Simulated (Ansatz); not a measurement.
`C1=CN1` and `FC1=CN1` differ in one atom or group.

Ansatz, PBE0-D4/def2-TZVP geometries, multiplicity 1. 

| property | `C1=CN1` |
| --- | --- |
| LUMO energy (PBE/def2-TZVPP) / eV | -1.28 |
| HOMO–LUMO gap (ωB97M-V/def2-TZVPP) / eV | 10.39 |
| HOMO energy (ωB97M-V/def2-TZVPP) / eV | -8.42 |
| HOMO energy (B3LYP/def2-TZVPP) / eV | -5.87 |
| vertical ionisation energy (CCSD(T)/CBS(def2)) / eV | 8.97 |
| size of the dipole moment (PBE/def2-TZVPP) / D | 1.87 |

**Question.** Give the same properties after the change, and the shifts. (Best estimate.)

**Answer.** Computed: 
```
                                           property  `FC1=CN1`  shift
                  LUMO energy (PBE/def2-TZVPP) / eV      -0.90   0.38
            HOMO–LUMO gap (ωB97M-V/def2-TZVPP) / eV      11.03   0.64
              HOMO energy (ωB97M-V/def2-TZVPP) / eV      -8.76  -0.34
                HOMO energy (B3LYP/def2-TZVPP) / eV      -6.25  -0.38
vertical ionisation energy (CCSD(T)/CBS(def2)) / eV       9.31   0.34
     size of the dipole moment (PBE/def2-TZVPP) / D       1.54  -0.33
```

With PBE0 the HOMO falls by 0.37 eV and the LUMO rises by 0.34 eV, so the gap widens by about 0.71 eV. PBE moves the HOMO by -0.34 eV and ωB97M-V by -0.34 eV. Dipoles are sizes alone; their direction can turn.

B3LYP here is the variant with VWN-RPA as its local correlation; programs differ in this.
